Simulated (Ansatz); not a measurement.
Single points on the cluster Mg₂Al⁻.

```yaml
crystal:
  periodic: [false, false, false]
  atoms:
    - {symbol: Al, position_ang: [-0.392778, 1.122934, -0.917507]}
    - {symbol: Mg, position_ang: [1.544647, 0.138741, 0.738496]}
    - {symbol: Mg, position_ang: [-1.151868, -1.261675, 0.179001]}
basis:
  gaussian: {orbitals: def2-TZVPD, initial_orbitals: start.molden}
total_charge: -1
magnetization: {spin_polarized: true, initial_magnetization: 2}
hamiltonian: {xc: r2scan, dispersion: d4}
scf: {omitted_lower_state_checks: [starts]}
output: {orbitals: {seedname: orbitals}}
```

The file start.molden holds the orbitals of an earlier run on this structure, at another level or in another basis.

```sh
$ ansatz run in.yaml --threads 4 --pin off --events-out ev --progress --plain --max-ram 3916MiB
```

Output, abridged:

```
Functional definition: r2SCAN
880 factors; their error is unknown
mean field evaluation 1: about -17483.3865 eV, gradient 4.0e0 eV
mean field evaluation 2: about -17483.4222 eV, gradient 1.0e-1 eV
mean field evaluation 4: about -17483.4024 eV, gradient 1.0e-2 eV
mean field evaluation 8: about -17483.4025 eV, gradient 2.1e-5 eV
mean field -17483.40245481 eV, -642.5031895386 hartree, gradient 2.1e-5 eV, S^2 2.113858; 0 other end points of the search recorded, 0 dependent functions left out
reference -17483.40249400 eV, -642.5031909788 hartree; 20, 18 occupied and 93, 95 virtual orbitals, 880 factors
Total energy: -17483.41435389 eV, -642.5036268216 hartree
Checks for a lower state left out: starts
```

Hardware: 4 threads of AMD EPYC 7B13 on a shared host. Wall time 3.6 s.

As the first input, with `hamiltonian: {xc: pbe, dispersion: d4}` (abridged; 1.4 s):

```
Functional definition: PBE
mean field -17475.47531225 eV, -642.2118724225 hartree, gradient 1.8e-5 eV, S^2 2.014395
Total energy: -17475.54439178 eV, -642.2144110485 hartree
Checks for a lower state left out: starts
```

The first input with `gaussian: {orbitals: def2-TZVPD}`, `hamiltonian: {xc: pbe0, dispersion: d4}` (abridged; 2.3 s):

```
Functional definition: PBE0
mean field evaluation 16: about -17476.8855 eV, gradient 1.5e-3 eV
mean field -17476.88552584 eV, -642.2636968161 hartree, gradient 1.0e-5 eV, S^2 2.039901
Total energy: -17476.94417154 eV, -642.2658520057 hartree
Checks for a lower state left out: starts
```

Geometry: r2SCAN-D4/def2-TZVP, that of the neutral doublet.

At r2SCAN-D4/def2-TZVPD, PBE-D4/def2-TZVPD, PBE0-D4/def2-TZVPD the highest occupied level of the charge -1 triplet lies above zero (up to 0.63 eV). By energy differences its removal costs 1.08 eV (vertical, to the charge 0 doublet, at PBE-D4/def2-TZVPD); a positive level beside a positive removal energy at the same level points to self-interaction error. The structure comes from a short search, and lower isomers may exist.
